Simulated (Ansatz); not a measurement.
**Osmium, hcp: convergence with the plane-wave cutoff**

Computed with Ansatz, LDA, scalar-relativistic PAW, on the relaxed cell (a = 2.718 Å, c = 4.284 Å (c/a = 1.577); spin not included). Errors count from a run at 420 eV on a Γ-centred 22×22×12 mesh with Fermi-Dirac smearing of 0.1 eV, extrapolated to zero width. Fixed here: mesh 13×13×8, Fermi-Dirac width 0.1 eV. The pressure holds a Pulay correction and is unreliable far below the recommended cutoff. The SCF starts from atomic densities corrected by a trained network.

| cutoff (eV) | E(σ→0) error (meV/atom) | P (GPa) | SCF iterations |
| --- | --- | --- | --- |
| 150 | 31488.2 | -84.97 | 6 |
| 200 | 7292.3 | -25.69 | 6 |
| 250 | 1176.1 | 5.70 | 6 |
| 300 | 131.3 | -0.80 | 6 |
| 350 | 8.9 | -0.01 | 6 |
| 420 | 0.3 | 0.09 | 6 |
| 500 | -1.1 | 0.06 | 6 |
| 600 | -1.3 | 0.06 | 6 |
| 800 | -1.5 | 0.05 | 6 |

Within 5 meV/atom of the last row: from 420 eV on.
